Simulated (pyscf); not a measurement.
HO–Si(F)(F)–F (SMILES O[Si](F)(F)F) + HCl (SMILES Cl) -> HO–Si(F)(F)–Cl (SMILES O[Si](F)(F)Cl) + HF (SMILES F) (four-centre exchange; singlet surface; F–Si, Cl–H broken, Cl–Si, F–H formed). Single points on ωB97X-D3(BJ)/def2-SVP structures (PySCF, gas phase). Energies in kcal/mol from the separated reactants.

```csv
level,barrier,reaction energy
ωB97X-D3(BJ)/def2-TZVP,…,+11.1
PBE/def2-TZVP,30.8,+12.3
r²SCAN/def2-TZVP,33.0,+13.8
B3LYP-D3(BJ)/def2-TZVP,37.1,+13.7
PBE0-D3(BJ)/def2-TZVP,33.8,+11.7
ωB97M-D3(BJ)/def2-TZVP,…,…
```

Complete the blanks.


- ωB97X-D3(BJ)/def2-TZVP, barrier: 35.6
- ωB97M-D3(BJ)/def2-TZVP, barrier: 37.0
- ωB97M-D3(BJ)/def2-TZVP, reaction energy: +13.3

The functionals in the table span 6.4 kcal/mol in this barrier, from PBE to B3LYP-D3(BJ). On the product side the descent ends in a complex (not fully relaxed), 5.7 kcal/mol under the separated species and 30.3 kcal/mol under the saddle at ωB97X-D3(BJ)/def2-TZVP. This is the saddle that the search found; another between the same sides may lie lower.
